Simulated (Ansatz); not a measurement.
This geometry of ClH3Si (5 atoms, charge 0, multiplicity 1) is a first-order saddle point.

Level of theory: RKS B3LYP/def2-SVP in Ansatz 0.2.0.

```xyz
5
Properties=species:S:1:pos:R:3
Si 0.264 0.007 -0.478
H 0.571 0.108 1.178
H 1.489 -0.084 0.420
H -0.555 1.170 -0.030
Cl -0.879 -1.747 -0.458
```

**Question.** Which two structures does it join? (They come from a converged band through this point; their orientation in space is the band's.)

**Answer.** Bonds broken: Si1–H2, Si1–H3. Bonds formed: H2–H3. ClH3Si becomes ClHSi + H2.

Initial state:

```xyz
5
Properties=species:S:1:pos:R:3
Si 0.238 -0.007 0.169
H 0.232 -0.030 1.655
H 1.638 -0.030 -0.333
H -0.458 1.211 -0.324
Cl -0.759 -1.690 -0.536
```

Final state:

```xyz
5
Properties=species:S:1:pos:R:3
Si 0.040 0.038 -0.996
H 1.084 0.177 1.410
H 1.633 -0.026 0.915
H -0.764 0.964 -0.072
Cl -1.102 -1.699 -0.626
```

**Question.** How far does it lie above each of them?

**Answer.** 2.77 eV above the first and 0.66 eV above the second. This is the barrier of this one path; another mechanism may lie lower. The orbitals stay closed-shell, which can raise the energy where a bond breaks towards radicals; this wasn't checked here.

The run took 74 s on 1 thread of Intel(R) Xeon(R) Platinum 8488C (Sapphire Rapids), on a shared host, peak memory 0.12 GiB.
